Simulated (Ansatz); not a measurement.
Z-matrix (Å, degrees):
```
C
C 1 1.508
H 1 1.092 2 109.2
H 1 1.090 2 110.9 3 -119.8
H 1 1.092 2 110.7 3 119.6
Cl 2 1.792 1 110.7 3 -179.0
C 2 1.514 1 113.4 3 -59.5
H 2 1.091 1 110.9 3 63.9
F 7 1.382 2 109.0 1 61.9
H 7 1.092 2 110.9 1 -178.9
H 7 1.094 2 110.6 1 -57.2
```

Total charge 0; spin multiplicity 1.

**Question.** List the CAM-B3LYP/def2-TZVPP orbital energies in eV (Ansatz). (Estimate.)

**Answer.** Ansatz gave: Occupied: -2764.41, -673.48, -281.18, -280.81, -278.99, -259.16, -198.27, -198.04, -198.04, -35.05, -26.25, -22.99, -21.53, -18.57, -16.20, -15.91, -15.22, -14.32, -13.21, -12.89, -12.07, -11.60, -11.42, -10.11, -10.09. Lowest empty: 1.65, 2.37, 2.86, 3.10, 3.44, 3.88, 4.37, 4.80.
